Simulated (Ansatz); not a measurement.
Abridged output of a molecular run in Ansatz:

```
Functional definition: HF
1751 factors; integrals over basis functions are off by at most 1.0e-3 eV
mean field evaluation 1: about -17754.5210 eV, gradient 3.6e1 eV
mean field evaluation 2: about -17754.8327 eV, gradient 3.6e1 eV
mean field evaluation 4: about -17758.3372 eV, gradient 4.6e0 eV
mean field evaluation 8: about -17758.4121 eV, gradient 3.4e-1 eV
mean field evaluation 16: about -17758.4129 eV, gradient 2.0e-6 eV
mean field -17758.41290452 eV, -652.6096371567 hartree, gradient 2.0e-6 eV, S^2 0.000000; 0 other end points of the search recorded, 0 dependent functions left out
10 core orbitals not correlated: weight in the atoms' cores, before any rotation towards them, 1.000 or more for the frozen orbitals, at most 0.000 for the correlated occupied ones
reference -17758.41290452 eV, -652.6096371567 hartree; 18, 18 occupied and 267, 267 virtual orbitals, 1751 factors
second order -29.66634778 eV of doubles, -0.00000000 eV of singles
cycle   1  -30.20795450 eV  change   -5.4e-1 eV  update   1.1e-1
cycle   2  -30.90993738 eV  change   -7.0e-1 eV  update   3.5e-2
cycle   3  -31.06884183 eV  change   -1.6e-1 eV  update   1.7e-2
cycle   4  -31.06106369 eV  change    7.8e-3 eV  update   4.1e-3
cycle   5  -31.05977363 eV  change    1.3e-3 eV  update   1.7e-3
cycle   6  -31.06058354 eV  change   -8.1e-4 eV  update   4.3e-4
cycle   7  -31.06042304 eV  change    1.6e-4 eV  update   1.7e-4
cycle   8  -31.06036726 eV  change    5.6e-5 eV  update   4.9e-5
cycle   9  -31.06037727 eV  change   -1.0e-5 eV  update   2.2e-5
perturbative correction -1.29353472 eV, -0.0475365244 hartree
Total energy: -17790.76681652 eV, -653.7986214923 hartree
```

Its atoms:

Cartesian coordinates in Å:
```
C 1.485 -1.397 0.816
C 0.581 -0.217 0.755
C -0.359 -0.015 -0.155
F -0.568 -0.923 -1.132
C -1.281 1.136 -0.263
S -0.998 2.164 -1.740
H 1.275 -2.103 0.013
H 2.532 -1.088 0.734
H 1.382 -1.920 1.771
H 0.692 0.556 1.507
H -1.138 1.802 0.588
H -2.320 0.799 -0.260
H -1.281 1.207 -2.636
```

**Question.** Which basis set was used?
A. def2-SVP
B. def2-TZVPP
C. cc-pV(Q+d)Z
D. def2-QZVPP

**Answer.** B. It gives 295 functions.

**Question.** Write the keys of the input that set method, charge and spin (a neutral closed shell needs none for the last two).

**Answer.** 
```yaml
correlation: {method: ccsd_t}
```
